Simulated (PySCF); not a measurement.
CCl2 (triplet state).
SMILES: `Cl[C]Cl`

Computed, not measured: PySCF, PBE0-D3(BJ)/def2-SVP geometry optimisation, gas phase.

Take the most abundant isotopes and a rigid rotor. 

(1) Give the principal moments of inertia and the rotational constants in cm⁻¹.

(2) Classify the top.

(3) Where do the levels up to J = 2 lie, in MHz?

(4) Which types of transition are allowed, and where do some lines up to J = 5 fall?

(5) Estimate the classical rotational partition function at 50 K, 100 K and 200 K.

Answers

(1) Ia = 5.52, Ib = 158.92, Ic = 164.44 u·Å²; 505379 MHz·u·Å²/I gives 91596, 3180 and 3073 MHz, that is A = 3.05532, B = 0.10607, C = 0.10251 cm⁻¹.

(2) A near-prolate asymmetric top: κ = (2 × 3180 − 91596 − 3073)/(91596 − 3073) = -1.00.

(3) Above 0(0,0):
J = 1: 1(0,1) 6253, 1(1,1) 94669, 1(1,0) 94776
J = 2: 2(0,2) 18760, 2(1,2) 107069, 2(1,1) 107389, 2(2,1) 372638, 2(2,0) 372638
Those of J = 1 are B + C, A + C and A + B.

(4) The dipole components are |μa| = 0.00 D, |μb| = 0.45 D, |μc| = 0.00 D; the symmetry axis of this C2v structure is b, so μa and μc vanish by symmetry and there are no a-type or c-type lines. Some lines, for components of 0.1 D or more:

```
type  branch         J(Ka,Kc)     MHz  lower level (cm⁻¹)
   b       Q  3(1,2) ← 3(0,3)   88790               1.252
   b       Q  4(1,3) ← 4(0,4)   89004               2.086
   b       R  2(1,2) ← 1(0,1)  100816               0.209
   b       Q  5(2,3) ← 5(1,4)  264612               6.107
   b       Q  2(2,0) ← 2(1,1)  265248               3.582
   b       R  2(2,1) ← 1(1,0)  277862               3.161
   b       R  5(2,3) ← 4(1,4)  297212               5.019
   b       Q  5(3,2) ← 5(2,3)  442345              14.933
   b       Q  4(3,2) ← 4(2,3)  442347              13.890
   b       Q  5(3,3) ← 5(2,4)  442348              14.933
   b       R  3(3,1) ← 2(2,0)  461107              12.430
   b       R  4(4,1) ← 3(3,0)  644299              27.811
   b       R  5(4,2) ← 4(3,1)  650553              28.645
   b       Q  5(5,0) ← 5(4,1)  796225              50.345
   b       R  5(5,0) ← 4(4,1)  827491              49.302
```

(5) Point group C2v, symmetry number σ = 2; q = (√π/σ)·√((kT/h)³/(ABC)), k/h = 20836.6 MHz/K: 996 at 50 K, 2820 at 100 K, 7970 at 200 K.

For this open shell read J as N, the rotation without spin; fine and hyperfine splittings come on top. No frequency check. ⟨S²⟩ = 2.007 (exact for a triplet: 2.00). This triplet need not be the ground state; the singlet was not compared here. Constants of a rigid frame at the computed geometry: no zero-point averaging, no centrifugal distortion. Quadrupole hyperfine structure (35Cl) is left out.

The run took 5.4 s on one thread of an Arm Neoverse N1, shared host with 64 logical CPUs at a one-minute load of 58, and the process peaked at 0.27 GiB of memory. That covers the optimisation of the geometry.
